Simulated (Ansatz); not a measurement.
System: C$_{3}$H$_{3}$ (charge -1, singlet). It need not be the lowest isomer of its formula. Whether it binds its extra electron was not tested at this geometry. SMILES: [C-]1=CC1
Geometry from a B3LYP-D3(BJ)/def2-TZVP (Ansatz, an electronic-structure program) optimisation:
```
C
H 1 1.0983
H 1 1.0983 2 111.66
C 1 1.4657 2 122.00 3 -156.99
C 4 1.3178 1 71.60 2 -102.68
H 4 1.0858 5 146.13 1 180.00
```
Charge -1, spin multiplicity 1.

Question: Give the harmonic wavenumbers at B3LYP-D3(BJ)/def2-TZVP (Ansatz, finite differences of forces, unscaled).

Answer: 606, 618, 873, 919, 965, 1072, 1156, 1484, 1606, 2924, 2935, 3093 cm⁻¹. Zero-point energy 26.1 kcal/mol.

Question: From these and the geometry, give the ideal-gas thermochemistry at 298.15 K and 1 atm (rigid rotor, harmonic oscillator).

Answer: Point group Cs, rotational symmetry number 1. Rotational constants 34.82, 21.87, 14.74 GHz. S(trans) 36.92, S(rot) 20.89, S(vib) 1.39, S(elec, spin only) 0.00, S 59.2 cal/(mol K). H(298) - H(0) 2.69 kcal/mol; G - E(el) 11.1 kcal/mol.
